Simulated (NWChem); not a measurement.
System: C2H3, doublet; SMILES [CH]=C

The following NWChem deck was run.

```
start job
memory heap 200 mb stack 900 mb global 1100 mb
geometry units angstroms noautoz
  C     -0.107039    -0.706819     0.000000
  C     -0.009591     0.590998     0.000000
  H      0.548118    -1.565332     0.000000
  H      0.960152     1.094062     0.000000
  H     -0.885027     1.235967     0.000000
end
basis spherical
  C library def2-svp
  H library def2-svp
end
dft
  odft
  mult 2
  xc xcamb88 1.00 lyp 0.81 vwn_5 0.19 hfexch 1.00
  cam 0.33 cam_alpha 0.19 cam_beta 0.46
  iterations 150
  mulliken
end
task dft gradient
```

NWChem printed, in part:

```
             Northwest Computational Chemistry Package (NWChem) 7.3.0
             --------------------------------------------------------

 CS  symmetry detected

                             Geometry "geometry" -> ""
                             -------------------------

 Output coordinates in angstroms (scale by  1.889725989 to convert to a.u.)

  No.       Tag          Charge          X              Y              Z
 ---- ---------------- ---------- -------------- -------------- --------------
    1 C                    6.0000    -0.10656525    -0.71079184     0.00000000
    2 C                    6.0000    -0.00067198     0.58636339     0.00000000
    3 H                    1.0000     0.54298991    -1.57355099     0.00000000
    4 H                    1.0000     0.97232487     1.08310479     0.00000000
    5 H                    1.0000    -0.87189141     1.23701684     0.00000000

 Effective nuclear repulsion energy (a.u.)      28.5140900097

      Symmetry information
      --------------------

 Group name             Cs
 Group number              2
 Group order               2
 No. of unique centers     5

                                 NWChem DFT Module
                                 -----------------

 Summary of "ao basis" -> "ao basis" (spherical)
 ------------------------------------------------------------------------------
       Tag                 Description            Shells   Functions and Types
 ---------------- ------------------------------  ------  ---------------------
 C                          def2-svp                 6       14   3s2p1d
 H                          def2-svp                 3        5   2s1p

      Symmetry analysis of basis
      --------------------------

        a'         32
        a"         11

            General Information
            -------------------
          SCF calculation type: DFT
          Wavefunction type:  spin polarized.
          No. of atoms     :     5
          No. of electrons :    15
           Alpha electrons :     8
            Beta electrons :     7
          Charge           :     0
          Spin multiplicity:     2
          Use of symmetry is: on ; symmetry adaption is: on
          Maximum number of iterations: 150
          AO basis - number of functions:    43
                     number of shells:    21
          Convergence on energy requested:  1.00D-06
          Convergence on density requested:  1.00D-05
          Convergence on gradient requested:  5.00D-04

              XC Information
              --------------
                     Hartree-Fock (Exact) Exchange  1.000
                   CAM-Becke88 Exchange Functional  1.000
                      VWN V Correlation Functional  0.190 local
              Lee-Yang-Parr Correlation Functional  0.810

           Range-Separation Parameters
           ---------------------------
           Alpha           :  0.19
           Beta            :  0.46
           Gamma           :  0.33
           Short-Range HF  :     F

             Grid Information
             ----------------
          Grid used for XC integration:  medium
          Radial quadrature: Mura-Knowles
          Angular quadrature: Lebedev.
          Tag              B.-S. Rad. Rad. Pts. Rad. Cut. Ang. Pts.
          ---              ---------- --------- --------- ---------
          C                   0.70       49           8.0       434
          H                   0.35       45           9.0       434
          Grid pruning is: on
          Number of quadrature shells:   233
          Spatial weights used:  Erf1

      Superposition of Atomic Density Guess
      -------------------------------------

 Sum of atomic energies:         -76.74745808

      Non-variational initial energy
      ------------------------------

 Total energy =     -77.674157
 1-e energy   =    -157.935480
 2-e energy   =      51.747233
 HOMO         =      -0.165828
 LUMO         =       0.025473

   Symmetry analysis of molecular orbitals - initial alpha
   -------------------------------------------------------

  Numbering of irreducible representations:

     1 a'          2 a"

  Orbital symmetries:

     1 a'          2 a'          3 a'          4 a'          5 a'
     6 a'          7 a"          8 a'          9 a"         10 a'
    11 a'         12 a'         13 a'         14 a'         15 a'
    16 a'         17 a"         18 a'

   Symmetry analysis of molecular orbitals - initial beta
   ------------------------------------------------------

  Numbering of irreducible representations:

     1 a'          2 a"

  Orbital symmetries:

     1 a'          2 a'          3 a'          4 a'          5 a'
     6 a'          7 a"          8 a'          9 a"         10 a'
    11 a'         12 a'         13 a'         14 a'         15 a'
    16 a'         17 a"         18 a'

     ---------------------------------------------
      Total Density - Mulliken Population Analysis
     ---------------------------------------------

    Atom       Charge   Shell Charges
 -----------   ------   -------------------------------------------------------
    1 C    6     6.14   1.99  1.00  0.41  1.76  0.95  0.03
    2 C    6     6.27   1.99  0.96  0.26  2.01  1.02  0.03
    3 H    1     0.87   0.64  0.20  0.03
    4 H    1     0.86   0.64  0.19  0.03
    5 H    1     0.86   0.65  0.19  0.03

[...]

                         DFT ENERGY GRADIENTS

    atom               coordinates                        gradient
                 x          y          z           x          y          z
   1 C      -0.201379  -1.343202   0.000000    0.004686   0.002703   0.000000
   2 C      -0.001270   1.108066   0.000000   -0.000382  -0.001782   0.000000
   3 H       1.026102  -2.973580   0.000000   -0.004275   0.006076   0.000000
   4 H       1.837428   2.046771   0.000000   -0.005347  -0.002793   0.000000
   5 H      -1.647636   2.337623   0.000000    0.005317  -0.004204   0.000000
```

Level: CAM-B3LYP/def2-SVP, spin-unrestricted. In the optimisation the excess spin sits in a' (Cs, its own frame). Coordinates come from a PBE0-D3(BJ)/def2-TZVP, spin-unrestricted optimisation. No stability test was run on the SCF state.
